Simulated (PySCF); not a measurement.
Fill in the blanks.

Species: C₄H₃FS.
SMILES with atom numbers: `[F:1][c:2]1[cH:3][cH:4][cH:5][s:6]1` (hydrogens: H7 on C3; H8 on C4; H9 on C5)

| property | level | value |
| --- | --- | --- |
| point group of the GFN2-xTB geometry | GFN2-xTB | Cs |
| rotational constants A, B, C of the GFN2-xTB geometry | GFN2-xTB | 5.352, 3.228, 2.014 GHz |
| dipole moment | CAM-B3LYP/def2-SVPD | ? |
| HOMO energy | CAM-B3LYP/def2-SVPD | ? |
| LUMO energy | CAM-B3LYP/def2-SVPD | 0.50 eV |
| lowest singlet excitation | TDDFT CAM-B3LYP/def2-SVPD | ? |
| strongest line among the 8 lowest singlet transitions | TDDFT CAM-B3LYP/def2-SVPD | ? |
| lowest triplet excitation (Tamm–Dancoff) | TDA CAM-B3LYP/def2-SVPD | 3.70 eV |
| static isotropic polarisability | CAM-B3LYP/def2-SVPD | ? |
| electronic spatial extent ⟨r²⟩ about the centre of nuclear charge | CAM-B3LYP/def2-SVPD | 568 bohr² |

The electronic properties come from PySCF, for the isolated species, density fitting.

(1) What is the static isotropic polarisability?

(2) Give the strongest line among the 8 lowest singlet transitions.

(3) Give the lowest singlet excitation.

(4) What is the HOMO energy?

(5) What is the dipole moment?

## Answers

(1) 61.3 au.

(2) S3 at 6.13 eV (202 nm, f = 0.088).

(3) 5.71 eV (217 nm, f = 0.073).

(4) -8.18 eV.

(5) 1.72 D.

The principal polarisabilities are 41.5, 68.5 and 73.9 au; their mean is the isotropic value. The largest Löwdin shares of the HOMO are 0.28 on C5, 0.23 on C2, 0.16 on C4 and 0.14 on C3. The vertical singlet–triplet gap S1 − T1 is 2.01 eV (TDDFT singlet less Tamm–Dancoff triplet; S1: HOMO→LUMO, weight 0.96; T1: HOMO→LUMO, weight 0.94). The polarisability is 9.08 Å³ as a volume (1 au = 0.148185 Å³), or 1.18 au for each of the 52 electrons. The dipole equals about 5.7 × 10⁻³⁰ C·m (1 D = 3.33564 × 10⁻³⁰ C·m).
